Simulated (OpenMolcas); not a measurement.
Worked example: vertical ionisation energy of LiH (SMILES [LiH])

LiH: 2 atoms, total charge 0, spin state singlet. As SMILES, `[LiH]`. The bond length is the measured one.

```xyz
2

Li    0.0000    0.0000    0.0000
H     0.0000    0.0000    1.5957
```

Both states at this one shape; open shells run unrestricted unless said. 1 Eh = 27.2114 eV.

| level | program | singlet LiH (Eh) | doublet LiH+ (Eh) | HOMO of the first (eV) |
| --- | --- | --- | --- | --- |
| HF/def2-SVP, open shells restricted | OpenMolcas | -7.978664 | -7.722879 | -8.10 |
| r2SCAN/def2-SVP | OpenMolcas | -8.059452 | -7.768351 | -4.41 |
| M06-2X/def2-SVP | OpenMolcas | -8.060987 | -7.764664 | -6.36 |

**Question.** Work out the vertical ionisation energy at each level.

**Answer.** 
1. HF/def2-SVP, open shells restricted: -7.722879 − (-7.978664) = 0.255785 Eh = 6.96 eV; −ε(HOMO) = 8.10 eV.
2. r2SCAN/def2-SVP: -7.768351 − (-8.059452) = 0.291101 Eh = 7.92 eV; −ε(HOMO) = 4.41 eV.
3. M06-2X/def2-SVP: -7.764664 − (-8.060987) = 0.296323 Eh = 8.06 eV; −ε(HOMO) = 6.36 eV.

No measured value is set beside it here; the levels span 6.96 to 8.06 eV. In Hartree–Fock, −ε(HOMO) (Koopmans) exceeds the difference of totals by the orbital relaxation of the ion. In semi-local functionals −ε(HOMO) lies far under the ionisation energy, a result of self-interaction, while the difference of totals does much better. Hartree–Fock favours the state with fewer electron pairs, since it lacks pair correlation.
